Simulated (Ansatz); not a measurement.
# Zinc, hcp: convergence with the k-point mesh

Computed with Ansatz, r²SCAN, scalar-relativistic PAW, on the relaxed cell (a = 2.619 Å, c = 4.839 Å (c/a = 1.848); spin not included). Errors count from a run at 500 eV on a Γ-centred 23×23×11 mesh with Fermi-Dirac smearing of 0.1 eV, extrapolated to zero width. Fixed here: cutoff 500 eV, Fermi-Dirac width 0.1 eV. The SCF starts from atomic densities corrected by a trained network.

| k-mesh | E(σ→0) error (meV/atom) | P (GPa) | SCF iterations |
| --- | --- | --- | --- |
| 2×2×1 | 749.0 | 5.88 | 6 |
| 4×4×2 | -153.9 | -1.22 | 6 |
| 5×5×3 | 8.0 | 0.81 | 6 |
| 7×7×3 | -31.5 | -0.29 | 6 |
| 8×8×4 | 11.5 | 0.31 | 6 |
| 11×11×5 | 6.9 | 0.17 | 6 |
| 15×15×7 | -1.5 | 0.04 | 6 |
| 20×20×10 | 1.7 | 0.05 | 6 |

Within 5 meV/atom of the last row: from 15×15×7 on.
